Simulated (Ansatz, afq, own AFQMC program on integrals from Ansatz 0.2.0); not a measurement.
GeH⁻, singlet in aug-cc-pVDZ, levels against full CI

```json
{"atom": "Ge", "x (Å)": "0.0000", "y (Å)": "0.0000", "z (Å)": "0.0000"}
{"atom": "H", "x (Å)": "0.0000", "y (Å)": "0.0000", "z (Å)": "1.7660"}
```

Basis aug-cc-pVDZ. Only valence electrons are correlated. Ansatz 0.2.0 and our own AFQMC program on the same integrals; the CISD trial comes from CCSD amplitudes, and released means the phaseless constraint is let go. ± is one standard error of the sampling. No spin–orbit coupling.

Determinant: RHF, the one that the program's search chose, which needn't be the lowest solution. The geometry is a point of a scan.

Full CI on the same integrals is exact in this basis and with this determinant's frozen core.

Cautions: no relativity below Rb; no spin-orbit coupling; inner d shell frozen; higher spins were not checked; restricted determinant unstable towards unrestricted (UHF 992 meV lower, ⟨S²⟩ 1.03); the CCSDT(Q) amplitudes may be one of several solutions (largest double 0.63); the CCSDTQ amplitudes may be one of several solutions (largest double 0.69); the released energy hasn't reached full CI (135 meV above it at 2.40 1/Eh), so no released level is given (meV from the phaseless value at times in 1/Eh: -2 ± 4 at 0.24, -4 ± 3 at 0.51, -8 ± 3 at 0.99, -12.6 ± 2.1 at 1.62, -14 ± 3 at 2.40); the determinant fills πx and πy unequally, so it mixes two states of the linear molecule, and each level undoes that mixture to a different degree, while full CI gives the lower state, and by Hund's rule a triplet of that filling probably lies lower still; CCSDTQ on the UHF determinant differs (693 meV lower), perhaps since the unrestricted series falls towards higher spin.

- T1 diagnostic: 0.0131
- weight of the determinant in the CISD state: 0.848
- size of the correlated space: 6 electrons in 31 orbitals

```json
{"level": "MP2", "correlation energy (eV)": "-2.4377"}
{"level": "CCSD", "correlation energy (eV)": "-3.1517"}
{"level": "CCSD(T)", "correlation energy (eV)": "-3.2845"}
```

Task: Estimate where full CI lies against CCSD(T) on the same integrals.

Result: 5.81 mEh below CCSD(T).

Reference: full CI, correlation energy -3.443 eV. The cautions show a poor starting determinant, so the rows tell how each method copes with it here, and full CI is the sure value.

```
        level  E − E(reference) (mEh)  share of correlation (%)
      CCSD(T)                    5.81                     95.41
        CCSDT                    1.10                     99.13
     CCSDT(Q)                   -0.26                    100.21
       CCSDTQ                    0.03                     99.98
ph-AFQMC/CISD             5.45 ± 0.15                     95.69
```

CCSDT and higher add their correlation energy to the determinant of the CCSD(T) run, since their own runs factorise the integrals more tightly (a shift of under 2 meV).
